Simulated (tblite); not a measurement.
Compound: C4H8N (doublet state).
Numbering: `[CH3:1]/[C:2]=[N:3]/[CH2:4][CH3:5]` (hydrogens: H6, H7, H8 on C1; H9, H10 on C4; H11, H12, H13 on C5)
Bond orders are those of one Lewis drawing.

Computed with GFN2-xTB (tblite), gas phase: L-BFGS steps from a force-field or distance-geometry start until the largest atomic force falls under 0.01 eV/Å.

Step 13: E = -420.8115 eV
```
atom  x, y, z in Å  |  force x, y, z in eV/Å
C1      2.3717    0.2823   -0.4529   -0.036   0.040  -0.002
C2      0.9932    0.3099    0.0484   -0.046   0.045  -0.131
N3      0.2901   -0.5637    0.5732    0.084  -0.069   0.039
C4     -1.1068   -0.4054    0.8910    0.128  -0.043   0.063
C5     -1.8808    0.0650   -0.3339   -0.056   0.006  -0.043
H6      3.0836    0.1501    0.3586    0.041  -0.004   0.102
H7      2.5852    1.2229   -0.9594    0.098   0.053   0.003
H8      2.5113   -0.5272   -1.1682   -0.029  -0.106  -0.012
H9     -1.2183    0.3051    1.7156   -0.015   0.073   0.039
H10    -1.4623   -1.3814    1.2375   -0.009   0.024  -0.047
H11    -2.8791    0.3982   -0.0752   -0.103  -0.027   0.073
H12    -1.3412    0.8872   -0.7983   -0.018   0.072   0.023
H13    -1.9511   -0.7423   -1.0540   -0.038  -0.063  -0.110
```

Step 14: E = -420.8151 eV
```
atom  x, y, z in Å  |  force x, y, z in eV/Å
C1      2.3777    0.2832   -0.4513   -0.018  -0.001  -0.011
C2      0.9933    0.3060    0.0382   -0.011   0.052  -0.148
N3      0.2920   -0.5572    0.5828    0.091  -0.059   0.015
C4     -1.1082   -0.4025    0.8878    0.126  -0.047   0.070
C5     -1.8882    0.0647   -0.3356   -0.006   0.007   0.000
H6      3.0943    0.1471    0.3588   -0.036   0.026   0.069
H7      2.5922    1.2238   -0.9614    0.083  -0.001   0.046
H8      2.5195   -0.5288   -1.1659   -0.043  -0.061   0.003
H9     -1.2214    0.3036    1.7154   -0.032   0.093   0.038
H10    -1.4648   -1.3777    1.2302   -0.001  -0.033  -0.016
H11    -2.8873    0.3924   -0.0670   -0.053  -0.044   0.025
H12    -1.3496    0.8911   -0.7940   -0.052   0.063  -0.013
H13    -1.9540   -0.7452   -1.0557   -0.047   0.004  -0.080
```

Step 15: E = -420.8177 eV
```
atom  x, y, z in Å  |  force x, y, z in eV/Å
C1      2.3818    0.2840   -0.4501    0.007  -0.030  -0.020
C2      0.9922    0.3040    0.0278    0.013   0.016  -0.131
N3      0.2957   -0.5528    0.5896    0.076  -0.006  -0.007
C4     -1.1071   -0.4012    0.8864    0.078  -0.026   0.044
C5     -1.8935    0.0643   -0.3366    0.038  -0.002   0.038
H6      3.1012    0.1452    0.3603   -0.106   0.043   0.035
H7      2.5992    1.2244   -0.9621    0.070  -0.039   0.070
H8      2.5241   -0.5308   -1.1636   -0.046  -0.017   0.019
H9     -1.2233    0.3041    1.7153   -0.029   0.072   0.016
H10    -1.4671   -1.3758    1.2247    0.022  -0.059   0.011
H11    -2.8941    0.3871   -0.0603    0.009  -0.062  -0.010
H12    -1.3564    0.8949   -0.7907   -0.085   0.042  -0.029
H13    -1.9571   -0.7469   -1.0584   -0.046   0.068  -0.035
```

Step 16: E = -420.8202 eV
```
atom  x, y, z in Å  |  force x, y, z in eV/Å
C1      2.3848    0.2846   -0.4493    0.027  -0.047  -0.025
C2      0.9906    0.3028    0.0162    0.014  -0.038  -0.088
N3      0.3006   -0.5492    0.5947    0.043   0.064  -0.026
C4     -1.1042   -0.4010    0.8860    0.011   0.005   0.006
C5     -1.8971    0.0637   -0.3368    0.065  -0.011   0.063
H6      3.1044    0.1443    0.3629   -0.153   0.045   0.013
H7      2.6068    1.2243   -0.9615    0.060  -0.057   0.072
H8      2.5258   -0.5330   -1.1609   -0.033   0.014   0.022
H9     -1.2244    0.3063    1.7148   -0.016   0.025  -0.016
H10    -1.4687   -1.3752    1.2206    0.057  -0.060   0.034
H11    -2.8994    0.3813   -0.0545    0.064  -0.074  -0.029
H12    -1.3632    0.8988   -0.7880   -0.107   0.019  -0.034
H13    -1.9605   -0.7471   -1.0619   -0.033   0.116   0.010
```

**Question.** Estimate the geometry and energy of step 17. (The exact step hangs on the optimiser's Hessian estimate; all steps are aligned on step 16, rigid shifts and turns removed.)

**Answer.** E = -420.8234 eV, largest force 0.176 eV/Å
```
atom  x, y, z in Å  |  force x, y, z in eV/Å
C1      2.3878    0.2847   -0.4489    0.034  -0.052  -0.026
C2      0.9887    0.3016    0.0010   -0.011  -0.096  -0.021
N3      0.3071   -0.5449    0.5994   -0.002   0.143  -0.042
C4     -1.0998   -0.4013    0.8861   -0.058   0.035  -0.038
C5     -1.8995    0.0628   -0.3360    0.072  -0.013   0.068
H6      3.1038    0.1443    0.3671   -0.173   0.028   0.011
H7      2.6169    1.2233   -0.9593    0.048  -0.058   0.051
H8      2.5256   -0.5359   -1.1574    0.000   0.029   0.008
H9     -1.2251    0.3097    1.7137    0.006  -0.038  -0.052
H10    -1.4691   -1.3757    1.2170    0.102  -0.038   0.053
H11    -2.9038    0.3734   -0.0486    0.103  -0.076  -0.032
H12    -1.3722    0.9035   -0.7856   -0.113   0.000  -0.031
H13    -1.9649   -0.7449   -1.0663   -0.007   0.138   0.052
```

The energy changes by -0.0032 eV. The first-order estimate −F·Δx gives -0.0043 eV and the mean of the old and new forces, exact on a quadratic surface, -0.0032 eV. The step makes an angle of 63° with the force vector and moves no atom by more than 0.015 Å.

What follows is the cost of the whole relaxation. On Intel Xeon Platinum 8259CL at 2.50 GHz, one thread, no GPU, shared host with 96 logical CPUs at a one-minute load of 18, this took 0.39 s of wall time.
